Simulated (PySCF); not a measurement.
**CH₂⁺, doublet: computed properties**

Level of theory: UPBE0 in PySCF with C def2-TZVP, H def2-TZVP; no relativity; density-fitted integrals.

The structure is a minimum.

```xyz
3
charge 1 multiplicity 2, angstrom
C     0.0507    0.0141    0.0000
H    -0.3016   -0.0839    1.0358
H    -0.3016   -0.0839   -1.0358
```

```
Point group                                                                   : C2v
Bond lengths                                                                  : C–H 1.098 Å (×2)
Bond angles                                                                   : H–C–H 141.1°
Lowest empty level (α)                                                        : -13.71 eV
Principal polarisabilities                                                    : 6.6, 6.7, 9.4 bohr³
Entropy at 298.15 K and 1 bar (electronic part: spin only)                    : 191.6 J/(mol K)
Heat capacity Cp at 298.15 K                                                  : 35.2 J/(mol K)
Rotational constants                                                          : 73.08, 7.795, 7.044 cm⁻¹
Dipole moment about the centre of mass                                        : 0.71 D
Rotational symmetry number                                                    : 2
Spin squared ⟨S²⟩                                                             : 0.753
Highest occupied level (α)                                                    : -18.44 eV
Zero-point energy                                                             : 42.9 kJ/mol
Enthalpy at 298.15 K above 0 K                                                : 10.04 kJ/mol
Principal quadrupole moments (Buckingham, traceless) about the centre of mass : -2.22, -0.53, 2.75 D Å
```

Harmonic modes (masses in u: C 12.000, H 1.008):
```json
{"symmetry": "a1", "ω (cm⁻¹)": "930", "IR (km/mol)": "44.0"}
{"symmetry": "a1", "ω (cm⁻¹)": "2994", "IR (km/mol)": "26.2"}
{"symmetry": "b2", "ω (cm⁻¹)": "3246", "IR (km/mol)": "178"}
```

In C2v the vibrations span 2a1 + b2. Here b1 is antisymmetric to the molecular plane and b2 lies in it.

Charges (e):
| atom | Mulliken | Löwdin | polar tensor | spin (Mulliken) | Mayer order to C1 |
| --- | --- | --- | --- | --- | --- |
| C1 | 0.36 | 0.64 | 0.42 | 1.00 | – |
| H2,3 | 0.32 | 0.18 | 0.29 | 0.00 | 0.87 |

Mulliken populations on C1: s 3.53, p 2.09, d 0.02, f 0.00.

Only a few start shapes were tried, so a lower isomer may exist.

The final relaxation and frequency run took 4.8 s on 2 threads of a shared Arm Neoverse V2 host, with 43 basis functions and 8 gradients; the process peaked at 0.51 GiB.
